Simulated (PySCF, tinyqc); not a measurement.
Starting guesses with DIIS over 6 matrices: SCF starting guesses in the sto-3g basis, for HF, spin multiplicity 1. Computed by the program tinyqc with PySCF. 

Geometry (angstrom):

| atom | x | y | z |
|---|---|---|---|
| F | 0.0000 | 0.0000 | 0.0000 |
| H | 0.0000 | 0.0000 | 1.3540 |

lowest restricted solution found by these runs and by PySCF = -98.468959 hartree

RHF with one setting changed at a time; a run stops when the energy changes by less than 1e-09 hartree and the error matrix is below 1e-5. Starts: the lowest orbitals of the core Hamiltonian, of the Wolfsberg-Helmholz matrix (K = 1.75), projected atomic densities, random orbitals, and the highest orbitals of the core Hamiltonian (a deliberately bad start).

Largest element of the error matrix X^T (FDS - SDF) X:

| iteration | core | Wolfsberg-Helmholz | atomic densities | random | highest core orbitals |
|---|---|---|---|---|---|
| 1 | 3.8e-01 | 4.4e-01 | 6.0e-01 | 1.4e+01 | 3.4e-01 |
| 2 | 2.0e-01 | 5.3e-02 | 3.4e-01 | 4.5e-01 | 4.3e-01 |
| 3 | 3.3e-02 | 7.5e-03 | 2.6e-02 | 1.5e-01 | 4.6e-01 |
| 4 | 2.3e-03 | 8.6e-04 | 2.1e-03 | 2.1e-02 | 4.5e-01 |
| 5 | 9.3e-05 | 6.5e-06 | 5.6e-05 | 1.1e-02 | 4.5e-01 |
| 6 | 5.7e-07 | 1.0e-07 | 3.0e-06 | 4.6e-03 | 4.7e-01 |
| 8 | - | - | - | 1.9e-05 | 3.1e-02 |
| 10 | - | - | - | 1.5e-08 | 1.1e-04 |

How each run ends:

| run | iterations | E (hartree) | state |
|---|---|---|---|
| core | 7 | -98.468959 | lowest found |
| Wolfsberg-Helmholz | 6 | -98.468959 | lowest found |
| atomic densities | 7 | -98.468959 | lowest found |
| random | 10 | -98.468959 | lowest found |
| highest core orbitals | 12 | -98.468959 | lowest found |

5 of 5 runs reach the lowest restricted solution found, in 6 to 12 iterations (fastest: Wolfsberg-Helmholz). The first errors are 4e-01, 4e-01, 6e-01, 1e+01, 3e-01; the deliberately bad start has the smallest one, so a small first error does not mark a good start. The restricted reference is unstable here: a spin-polarised solution lies 0.0193 hartree lower (PySCF), so results built on it describe a poor reference.
